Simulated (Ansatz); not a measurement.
Ansatz (a quantum-chemistry and plane-wave program) input (B2PLYP/def2-TZVPD):

Ansatz 0.2 input:
```yaml
crystal:
  periodic: [false, false, false]
  atoms:
    - {symbol: C, position_ang: [-0.00541272, 0.00514807, 0.86088345]}
    - {symbol: C, position_ang: [-0.00020344, -0.64634739, -0.49579893]}
    - {symbol: C, position_ang: [0.00648613, 0.64037189, -0.50345144]}
    - {symbol: H, position_ang: [0.90225350, 0.00400638, 1.46236727]}
    - {symbol: H, position_ang: [-0.92057007, 0.01341463, 1.45085018]}
    - {symbol: H, position_ang: [-0.00162276, -1.57792247, -1.03216063]}
    - {symbol: H, position_ang: [0.01471952, 1.56546606, -1.05085530]}
basis:
  gaussian:
    orbitals: def2-TZVPD
hamiltonian:
  xc: {name: B2PLYP}
magnetization: {spin_polarized: false}
correlation: {electrons: outside_noble_gas}
```

Output:

```
Functional definition: B2PLYP
integrals: 0.14 GiB planned
999 factors; integrals over basis functions are off by at most 8.0e-4 eV
mean field: 0.59 GiB planned
mean field evaluation 1: about -3163.1710 eV, gradient 4.1e1 eV
mean field evaluation 2: about -3163.1720 eV, gradient 4.1e1 eV
mean field evaluation 4: about -3167.1906 eV, gradient 2.0e0 eV
mean field evaluation 8: about -3167.2007 eV, gradient 1.9e-2 eV
mean field evaluation 16: about -3167.2007 eV, gradient 9.1e-7 eV
mean field -3167.20073638 eV, -116.3924802564 hartree, gradient 6.5e-7 eV, S^2 0.000000; 0 other end points of the search recorded, 0 dependent functions left out
3 core orbitals not correlated
reference -3167.20088152 eV, -116.3924855899 hartree; 8, 8 occupied and 136, 136 virtual orbitals, 999 factors
second order -15.85317806 eV of doubles, -0.00000000 eV of singles
Total energy: -3171.48123959 eV, -116.5497858478 hartree
```
